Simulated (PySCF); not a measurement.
AsH2⁺, triplet: reading a ladder of total energies

Geometry: a PBE0/def2-TZVP stationary point for this spin, not checked as a minimum. The singlet lies 0.3 eV lower here.

| atom | x (Å) | y (Å) | z (Å) |
| --- | --- | --- | --- |
| As | 0.0000 | -0.0191 | 0.0000 |
| H | 0.0000 | 0.7098 | -1.3240 |
| H | 0.0000 | 0.7098 | 1.3240 |

Basis cc-pVDZ; PySCF 2.14.0. Only valence electrons are correlated (noble-gas cores and the filled d shells of p-block atoms frozen), which leaves 6 electrons in 23 orbitals. R marks a restricted (for open shells ROHF) determinant. No spin–orbit coupling is included, and no scalar relativity.

Full CI is exact within this basis and frozen core; it isn't the basis-set limit.

RCCSD has a T1 diagnostic of 0.018 and a largest doubles amplitude of 0.05.

```csv
level,total energy (hartree)
RHF,-2234.968215
RMP2,-2235.044684
RCCSD,-2235.065969
RCCSD(T),-2235.067945
RCCSDT,-2235.068521
full CI,-2235.068571
```

What is the correlation energy at full CI, and what share of it do RMP2 and RCCSD(T) recover?

E(corr) = -2235.068571 − (-2234.968215) = -0.100356 hartree = -2.731 eV. RMP2: -0.076469 / -0.100356 = 76.20 %. RCCSD(T): -0.099730 / -0.100356 = 99.38 %.

By how many kcal/mol does RCCSD(T) miss full CI (1 hartree = 627.509 kcal/mol), and which steps make up the rest?

-2235.067945 − (-2235.068571) = 0.000626 hartree = 0.39 kcal/mol. Steps: RCCSDT − RCCSD(T) = -0.36, full CI − RCCSDT = -0.03 kcal/mol. That is within 1 kcal/mol of the reference in this basis, which itself misses far more of the correlation at the basis-set limit.
